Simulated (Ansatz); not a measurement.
C4H4F2 can be A, `FC1=CC(F)C1`, or B, `FC1=CCC1F`.

Isolated molecules relaxed with PBE0-D4/def2-TZVP in Ansatz; ΔE leaves out vibrations. CCSD(T)/CBS is the MP2 limit (def2-TZVPP, def2-QZVPP) plus CCSD(T) − MP2 in def2-TZVPP, frozen cores. Functionals use def2-TZVPP.

Task: Which isomer does CCSD(T)/CBS put lower? Give the gap. (An estimate is asked.)

Result: Computed: A, by 2.3 kcal/mol.

Task: Give E(B) − E(A) in kcal/mol with BLYP-D4, r2SCAN-D4, ωB97M-V, HF/def2-TZVPP, MP2/def2-TZVPP, PBE0-D4, CCSD(T)/def2-TZVPP. (An estimate is asked.)

Result: The calculation gave: BLYP-D4 2.3, r2SCAN-D4 2.7, ωB97M-V 2.5, HF/def2-TZVPP 2.4, MP2/def2-TZVPP 2.4, PBE0-D4 2.5, CCSD(T)/def2-TZVPP 2.2. None reverses the order clearly.

Task: Does the order hold for the free energy at 298.15 K (harmonic terms from PBE0-D4)? (An estimate is asked.)

Result: The calculation gave: Yes: G(B) − G(A) = +2.3 kcal/mol.

Largest T1 diagnostic: 0.012.

Leaving LDA and LC-ωPBE aside and taking each functional with its dispersion term where it has one, the values spread over 0.4 kcal/mol, from BLYP-D4 to r2SCAN-D4.
